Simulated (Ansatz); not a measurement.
Basis-set extrapolation for CH₅BO, SMILES `CBO` (PBE0-D4/def2-TZVP geometry, frozen core, Ansatz). Multiplicity 1, RHF reference.

```csv
,def2-TZVPP,def2-QZVPP
HF,-140.439956,-140.446970
MP2 correlation,-0.524182,-0.561661
CCSD(T) correlation,-0.570887,-0.604576
```

Energies in hartree. Use E(X) = E(∞) + A·exp(−7.88·√X) for Hartree–Fock and E(X) = E(∞) + B·X^(−2.97) for correlation, with X = 3 and 4.

Question: What is the CCSD(T) energy at the basis-set limit?

Answer: HF limit: -140.446970 + (-0.007014) × 0.13774 = -140.44794. Correlation limit: -0.604576 + (-0.033689) × 0.74074 = -0.62953. Total: -141.07747 hartree, 174.9 kJ/mol below CCSD(T)/def2-TZVPP.
